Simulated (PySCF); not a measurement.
Consider ethynol, `C#CO` (C2H2O). Numbering: `[CH:1]#[C:2][OH:3]`

Computed at PBE0-D3(BJ)/ma-def2-TZVP // PBE0-D3(BJ)/ma-def2-SVP with PySCF (density fitting, grid level 2). The prefix ma- adds one diffuse s and one diffuse p function on all atoms but H. Thermal corrections: PBE0-D3(BJ)/ma-def2-SVP frequencies, unscaled, ideal gas at 298.15 K and 1 bar, quasi-RRHO entropy.

Task: What are the vertical and the adiabatic ionisation energy for forming the radical cation?

Result: 9.91 eV vertical and 9.71 eV adiabatic, the latter with zero-point energy.

Task: Where does the unpaired spin of the relaxed radical cation sit?

Result: C1 (alkyne carbon) 0.68, O3 (hydroxyl oxygen) 0.21, C2 (alkyne carbon) 0.14 (intrinsic atomic orbital populations).

Task: How far is −ε(HOMO) from the vertical value by ΔSCF?

Result: −ε(HOMO) = 7.27 eV, which is 2.64 eV below the ΔSCF value.

---

Consider ammonia, `N` (NH3). Non-hydrogen atoms are numbered in `[NH3:1]`.

Level of theory: B3LYP-D3(BJ)/ma-def2-TZVP single points in PySCF, grid level 2; every species was optimised with PBE0-D3(BJ)/def2-SVP. Thermal corrections: PBE0-D3(BJ)/def2-SVP frequencies, unscaled, ideal gas at 298.15 K and 1 bar, quasi-RRHO entropy.

What are the vertical and the adiabatic ionisation energy for forming the radical cation?

11.06 eV vertical and 10.14 eV adiabatic, the latter with zero-point energy.

Where does the unpaired spin of the relaxed radical cation sit?

N1 (amine nitrogen) 1.08 (intrinsic atomic orbital populations).

How far is −ε(HOMO) from the vertical value by ΔSCF?

−ε(HOMO) = 7.56 eV, which is 3.50 eV below the ΔSCF value.

---

Consider hydrogen isocyanide, `[C-]#[NH+]` (CHN). Atom numbers as in the mapped SMILES `[C-:1]#[NH+:2]`.

These are calculated values, B3LYP-D3(BJ)/ma-def2-TZVP in PySCF (grid level 2) at geometries from PBE0-D3(BJ)/ma-def2-SVP. The prefix ma- adds one diffuse s and one diffuse p function on all atoms but H. Thermal corrections: PBE0-D3(BJ)/ma-def2-SVP frequencies, unscaled, ideal gas at 298.15 K and 1 bar, quasi-RRHO entropy.

Question: What are the vertical and the adiabatic ionisation energy for forming the radical cation?

Answer: 12.25 eV vertical and 12.15 eV adiabatic, the latter with zero-point energy.

Question: Where does the unpaired spin of the relaxed radical cation sit?

Answer: C1 (anionic carbon) 1.18, N2 (nitrogen) -0.20 (intrinsic atomic orbital populations).

Question: How far is −ε(HOMO) from the vertical value by ΔSCF?

Answer: −ε(HOMO) = 8.99 eV, which is 3.26 eV below the ΔSCF value.
